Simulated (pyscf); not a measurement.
## Substitution at C: H₃C–Si(CH₃)(CH₃)–OH + H atom (H•) → methane (CH₄) + H₃C–Si•(CH₃)–OH

Gas phase, doublet surface, charge 0. Bonds broken: C1–Si2. Bonds formed: C1–H16. Structures and frequencies: ωB97X-D3(BJ)/def2-SVP in PySCF.

Transition state (Å):

```xyz
16

C      0.1155    -1.4129     0.5126
Si    -0.5440     0.5330    -0.3261
C     -2.2340     0.9230     0.3807
C      0.6922     1.8921     0.0966
O     -0.7742     0.4226    -1.9921
H      1.1170    -1.3297     0.0793
H     -0.0671    -1.0430     1.5277
H     -0.6831    -1.9147    -0.0449
H     -2.9533     0.1219     0.1467
H     -2.1870     1.0311     1.4766
H     -2.6262     1.8635    -0.0403
H      1.6892     1.6883    -0.3280
H      0.8092     1.9785     1.1897
H      0.3520     2.8685    -0.2878
H      0.0115     0.2698    -2.5263
H      0.4826    -2.6779     1.0702
```

One imaginary mode, 1428i cm⁻¹; descent along it reached the two sides named.

| bond | change | reactant side (Å) | saddle | product side |
|---|---|---|---|---|
| C1–Si2 | breaks | 1.880 | 2.219 | 3.7 |
| C1–H16 | forms | 3.8 | 1.430 | 1.097 |

Electronic energies relative to the separated reactants (kJ/mol):

| level | barrier | reaction energy | reverse barrier |
|---|---|---|---|
| ωB97X-D3(BJ)/def2-TZVP | 139.4 | -55.2 | 194.6 |
| PBE/def2-TZVP | 94.3 | -78.2 | 172.5 |
| r²SCAN/def2-TZVP | 101.3 | -76.0 | 177.3 |
| B3LYP-D3(BJ)/def2-TZVP | 109.6 | -78.1 | 187.7 |
| PBE0-D3(BJ)/def2-TZVP | 114.8 | -64.5 | 179.3 |
| M06-2X/def2-TZVP | 129.1 | -66.3 | 195.4 |
| ωB97M-D3(BJ)/def2-TZVP | 134.0 | -56.6 | 190.6 |
| HF/def2-TZVP | 204.7 | -61.4 | 266.2 |

With ωB97M-D3(BJ)/def2-TZVP energies and thermal terms (ideal gas, 1 atm, RRHO with modes under 100 cm⁻¹ raised to 100, one conformer, R ln 2 for rigid chiral ones), in kJ/mol:

```json
[
 {"T (K)": "298", "ΔH‡": "137.4", "ΔG‡": "163.0", "ΔH": "-39.1", "ΔG": "-50.6"},
 {"T (K)": "600", "ΔH‡": "134.6", "ΔG‡": "190.2", "ΔH": "-45.9", "ΔG": "-59.7"},
 {"T (K)": "900", "ΔH‡": "132.6", "ΔG‡": "218.4", "ΔH": "-52.7", "ΔG": "-65.1"},
 {"T (K)": "1200", "ΔH‡": "130.8", "ΔG‡": "247.3", "ΔH": "-59.0", "ΔG": "-68.3"}
]
```

Abstraction by the radical was not located in this set and often lies lower. This is the saddle that the search found; another between the same sides may lie lower. The angle at the attacked C is 178°.
